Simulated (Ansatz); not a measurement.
## Ansatz (development build ahead of 0.2.0) run

```yaml
crystal:
  periodic: [false, false, false]
  atoms:
    - { symbol: O, position_ang: [-0.16658, -0.07532, -0.11555] }
    - { symbol: H, position_ang: [0.12412, 0.03245, 0.73496] }
basis:
  gaussian: { orbitals: STO-3G }
total_charge: -1
hamiltonian:
  xc: hf
correlation:
  method: mp2
  frozen_orbitals: { H: 0, O: 1 }
```

The input is written out in the form of the current development build from the run's settings.

The run gave:

```yaml
Converged: yes
Reference_energy: -74.04086 hartree
Correlation_energy: -0.01463 hartree
Total_energy: -74.05548 hartree
Spin_squared_of_the_determinant: 0.000
```

Caution: no diffuse functions for an anion.
